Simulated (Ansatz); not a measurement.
**C3H4OS: a ladder of functionals and wavefunction methods**

An exercise on one series of results from a longer session: the logs are not shown, and one member is left open.

The runs use Ansatz 0.2.0, Gaussian basis; functionals in def2-TZVPP, the program's frozen cores in correlated methods.

Levels to be run: LDA (SPW92), PBE-D4, revPBE-D4, BLYP-D4, r2SCAN-D4, B97M-V, PBE0-D4, B3LYP-D4, r2SCANh-D4, r2SCAN0-D4, HSE06-D4, BHLYP-D4, CAM-B3LYP-D4, LC-ωPBE, ωB97X-V, ωB97M-V, B2PLYP, PBE-QIDH; CCSD(T)/def2-SVP; CCSD(T)/def2-TZVPP; MP2/def2-QZVPP; extrapolation to the limit; RPA on PBE.

**The relaxed structure**

An earlier PBE0-D4 in a triple-zeta def2 set relaxation fixed the geometry.

SMILES `C=C(S)C=O`, 9 atoms, charge 0, spin multiplicity 1.

Atoms are counted from 1 here; the program's logs count them from 0.

Bond lengths: C1–C2 1.333 Å, C1–H6 1.083 Å, C1–H7 1.083 Å, C2–S3 1.754 Å, C2–C4 1.492 Å, S3–H8 1.343 Å, C4–O5 1.198 Å, C4–H9 1.111 Å. Angles: C2–C1–H6 122.8°, C2–C1–H7 118.4°, H6–C1–H7 118.8°, C1–C2–S3 123.1°, C1–C2–C4 119.4°, S3–C2–C4 117.5°, C2–S3–H8 96.0°, C2–C4–O5 124.1°, C2–C4–H9 115.1°, O5–C4–H9 120.8°.

Set-up of the first run:

Input file in.yaml:

```yaml
crystal:
  periodic: [false, false, false]
  atoms:
    - {symbol: C, position_ang: [0.245174, 0.944829, 1.066564]}
    - {symbol: C, position_ang: [0.252911, -0.044415, 0.173234]}
    - {symbol: S, position_ang: [1.495777, -1.280419, 0.124391]}
    - {symbol: C, position_ang: [-0.837136, -0.122897, -0.842937]}
    - {symbol: O, position_ang: [-1.744820, 0.655836, -0.914919]}
    - {symbol: H, position_ang: [1.007639, 1.054639, 1.827186]}
    - {symbol: H, position_ang: [-0.560001, 1.668507, 1.027507]}
    - {symbol: H, position_ang: [0.987251, -1.949700, -0.923503]}
    - {symbol: H, position_ang: [-0.758293, -0.972678, -1.554623]}
basis:
  gaussian: {orbitals: def2-TZVPP}
hamiltonian: {xc: lda}
output: {orbitals: {seedname: orbitals}}
```

Run with:

```sh
> ansatz run in.yaml --threads 2 --pin off --events-out ev --progress --plain --max-ram 4352MiB
```

Among the steps run: LDA; PBE-D4 (GGA); revPBE-D4 (GGA); BLYP-D4 (GGA); r2SCAN-D4 (meta-GGA); B97M-V (meta-GGA); B3LYP-D4 (hybrid); r2SCANh-D4 (hybrid); r2SCAN0-D4 (hybrid); HSE06-D4 (hybrid); BHLYP-D4 (hybrid); CAM-B3LYP-D4 (range-separated); LC-ωPBE (range-separated); ωB97X-V (range-separated); ωB97M-V (range-separated); B2PLYP (double hybrid); PBE-QIDH (double hybrid).

One table of the session follows, with a row left open; its other results are not shown here.

It belongs to the step «Orbital energies across the functionals». 

| functional | HOMO (eV) | LUMO (eV) | gap (eV) |
| --- | --- | --- | --- |
| LDA (SPW92) | -6.07 | -3.43 | 2.65 |
| PBE-D4 | -5.90 | -3.16 | 2.74 |
| revPBE-D4 | -5.84 | -3.06 | 2.78 |
| BLYP-D4 | -5.74 | -3.01 | 2.73 |
| r2SCAN-D4 | -6.11 | -3.04 | 3.08 |
| B97M-V | -6.13 | -2.92 | 3.21 |
| PBE0-D4 | -6.98 | -2.17 | 4.81 |
| B3LYP-D4 | -6.76 | -2.39 | 4.37 |
| r2SCANh-D4 | ? | ? | ? |
| r2SCAN0-D4 | -7.12 | -2.11 | 5.01 |
| HSE06-D4 | -6.58 | -2.56 | 4.03 |
| BHLYP-D4 | -7.91 | -1.05 | 6.86 |
| CAM-B3LYP-D4 | -8.24 | -1.02 | 7.22 |
| LC-ωPBE | -9.58 | 0.14 | 9.71 |
| ωB97X-V | -9.21 | 0.09 | 9.30 |
| ωB97M-V | -9.08 | 0.03 | 9.11 |

**Question.** Estimate the row for r2SCANh-D4.

Worked estimate for «HOMO (eV)». Against the share of exact exchange, r2SCAN-D4 (0, -6.11), r2SCAN0-D4 (0.25, -7.12) give a slope of -4.04 per unit share; at 0.1 the line stands at -6.51.

The run gave: HOMO (eV): -6.51; LUMO (eV): -2.67; gap (eV): 3.85. In «HOMO (eV)» the line misses by 0.00.
